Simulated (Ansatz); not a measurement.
Basis-set extrapolation for `F/C(Cl)=C(/F)Cl` (PBE0-D4/def2-TZVP geometry, frozen core, Ansatz 0.2.0). Multiplicity 1, RHF reference.

```json
{"": "HF", "def2-TZVPP": "-1193.690600", "def2-QZVPP": "-1193.727893"}
{"": "MP2 correlation", "def2-TZVPP": "-1.177485", "def2-QZVPP": "-1.285048"}
{"": "CCSD(T) correlation", "def2-TZVPP": "-1.259261", "def2-QZVPP": "not run"}
```

Energies in hartree. Use E(X) = E(∞) + A·exp(−7.88·√X) for Hartree–Fock and E(X) = E(∞) + B·X^(−2.97) for correlation, with X = 3 and 4, and add CCSD(T) minus MP2 of the smaller set to the MP2 limit.

What is the CCSD(T) energy at the basis-set limit?

HF limit: -1193.727893 + (-0.037293) × 0.13774 = -1193.73303. MP2 limit: -1.285048 + (-0.107563) × 0.74074 = -1.36472. Higher-order term: -1.259261 − (-1.177485) = -0.08178. Total: -1195.17953 hartree, 6.25 eV below CCSD(T)/def2-TZVPP.
